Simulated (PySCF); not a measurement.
**Potential energy of PN⁺ along the bond**

Set-up: PySCF, no relativity, basis sets P def2-TZVPPD, N def2-TZVPPD. Energies in eV from P⁺ + N in their ground configurations at the same level. State: ²Σ⁺ (doublet), unpaired electrons σ ↑.

All columns are TPSS. A positive dipole points towards N; it is taken about the centre of mass and depends on that origin.

| R (Å) | E (eV) | μ (D) | Mulliken charge on P (basis-dependent) | HOMO (eV) | LUMO (eV) | Mayer bond order | ⟨S²⟩ |
| --- | --- | --- | --- | --- | --- | --- | --- |
| 1.268 | -2.746 | -1.60 | 0.79 | -18.10 | -15.32 | 3.15 | 0.76 |
| 1.327 | -4.002 | -1.70 | 0.82 | -17.73 | -15.38 | 3.11 | 0.76 |
| 1.386 | -4.721 | -1.78 | 0.85 | -17.36 | -15.42 | 3.06 | 0.76 |
| 1.430 | -4.996 | -1.84 | 0.88 | -17.10 | -15.44 | 3.02 | 0.77 |
| 1.474 | -5.101 | -1.89 | 0.90 | -16.86 | -15.45 | 2.97 | 0.77 |
| 1.518 | -5.073 | -1.93 | 0.92 | -16.64 | -15.44 | 2.93 | 0.78 |
| 1.577 | -4.884 | -1.98 | 0.93 | -16.35 | -15.42 | 2.86 | 0.79 |
| 1.651 | -4.485 | -1.99 | 0.94 | -16.02 | -15.36 | 2.75 | 0.83 |
| 1.739 | -3.891 | -1.89 | 0.92 | -15.65 | -15.23 | 2.52 | 1.01 |
| 1.857 | -3.112 | -1.61 | 0.88 | -15.25 | -15.01 | 2.03 | 1.46 |

A fit through these points gives, at Re = 1.485 Å, μ = -1.90 D and dμ/dR = -1.01 D/Å; the reduced mass is 9.643 u.

**Question.** How strong is the fundamental in the double-harmonic approximation, I = 42.26·(dμ/dR)²/μred km/mol?

**Answer.** I = 42.26·(-1.01)²/9.643 = 4.47 km/mol at TPSS.

⟨S²⟩ of the unrestricted solution departs from its pure value on part of the curve, where spin states mix. For an ion De counts to the pair picked by the measured ionisation energies or electron affinities, which need not be the lowest pair at this level. The state was picked by a PBE0 search and need not be the measured ground state.
